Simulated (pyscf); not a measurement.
Structures and frequencies: ωB97X-D3(BJ)/def2-SVP in PySCF.

Problem. How much does it cost (ΔH, 298 K, ωB97M-D3(BJ)/def2-TZVP) to split H₂N–Si(SiH₃)(SiH₃)–SiH₃ at its N–Si bond into NH₂• + H₃Si–Si•(SiH₃)–SiH₃?

Solution. N–Si to NH₂• + H₃Si–Si•(SiH₃)–SiH₃: 92.1 kcal/mol. The 7 functionals that were run give +84.5 (r²SCAN) to +92.2 kcal/mol (M06-2X). H₂N–Si(SiH₃)(SiH₃)–SiH₃ lies 12.7 kcal/mol over its isomer H₃Si–NH–SiH(SiH₃)–SiH₃, and others may lie lower still (electronic energy, ωB97M-D3(BJ)). Other isomers of H₃Si–Si•(SiH₃)–SiH₃ were not searched in full and may lie lower.
